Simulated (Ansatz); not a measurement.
Mulliken charges of `CC1=CC1F` from ωB97M-V/def2-TZVPP in Ansatz (PBE0-D4/def2-TZVP geometry).

| atom | x (Å) | y (Å) | z (Å) | charge (e) |
| --- | --- | --- | --- | --- |
| C1 | -1.192 | -0.809 | -0.353 | -0.253 |
| C2 | 0.037 | -0.146 | 0.097 | 0.009 |
| C3 | 1.007 | 0.005 | 0.954 | -0.182 |
| C4 | 0.991 | 0.926 | -0.174 | 0.069 |
| F5 | 0.584 | 2.241 | 0.043 | -0.251 |
| H6 | -2.006 | -0.082 | -0.407 | 0.126 |
| H7 | -1.059 | -1.215 | -1.360 | 0.112 |
| H8 | -1.485 | -1.616 | 0.320 | 0.110 |
| H9 | 1.493 | -0.288 | 1.871 | 0.179 |
| H10 | 1.714 | 0.932 | -0.988 | 0.080 |

Task: By hand: the dipole of these point charges (1 e Å = 4.8032 D).

Result: Σ q r = (-0.090, -0.597, -0.019) e Å, of length 0.604 e Å = 2.90 D.

Task: How does the dipole of the full density compare? (Estimate.)

Result: Computed: (-0.081, -0.531, -0.021) e Å, 2.58 D; the point charges give 1.12 times that, at 0° from its direction.

Point charges leave out the atoms' own dipoles, such as those of lone pairs, and Mulliken's split depends on the basis, so the close match here is no proof of good charges.
